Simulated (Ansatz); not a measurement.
C₂H₇Al (`[CH3][AlH][CH3]`). Charge 0, multiplicity 1. The geometry is a stationary point of PBE0-D4/def2-TZVP.

```xyz
10

C    -1.007   -1.346    0.398
Al    0.116    0.228    0.680
C     0.909    1.190   -0.826
H    -1.829   -1.125   -0.291
H    -1.437   -1.742    1.320
H    -0.428   -2.150   -0.070
H     0.417    0.747    2.158
H     0.607    0.797   -1.800
H     0.648    2.253   -0.795
H     2.003    1.147   -0.774
```

Q: What is the dipole moment at r2SCAN/def2-TZVPP? (Best estimate.)

A: Ansatz gave: 0.71 D, with components (-0.14, -0.23, -0.66) D in this frame, pointing from negative to positive charge.

Q: And with PBE, B3LYP, ωB97M-V? (Estimate.)

A: The calculation gave: PBE 0.71 D, B3LYP 0.66 D, ωB97M-V 0.67 D.

Q: Give the Mulliken charges with r2SCAN, B3LYP, PBE in def2-TZVPP. (Estimate.)

A: Ansatz gave: 
```json
{"atom": "C1", "r2SCAN": "-0.39", "B3LYP": "-0.45", "PBE": "-0.44"}
{"atom": "Al2", "r2SCAN": "0.58", "B3LYP": "0.53", "PBE": "0.45"}
{"atom": "C3", "r2SCAN": "-0.40", "B3LYP": "-0.45", "PBE": "-0.44"}
{"atom": "H4", "r2SCAN": "0.06", "B3LYP": "0.09", "PBE": "0.09"}
{"atom": "H5", "r2SCAN": "0.07", "B3LYP": "0.09", "PBE": "0.10"}
{"atom": "H6", "r2SCAN": "0.06", "B3LYP": "0.09", "PBE": "0.09"}
{"atom": "H7", "r2SCAN": "-0.18", "B3LYP": "-0.16", "PBE": "-0.13"}
{"atom": "H8", "r2SCAN": "0.06", "B3LYP": "0.09", "PBE": "0.10"}
{"atom": "H9", "r2SCAN": "0.06", "B3LYP": "0.09", "PBE": "0.09"}
{"atom": "H10", "r2SCAN": "0.06", "B3LYP": "0.09", "PBE": "0.09"}
```

B3LYP here is the variant with VWN-RPA as its local correlation; programs differ in this.
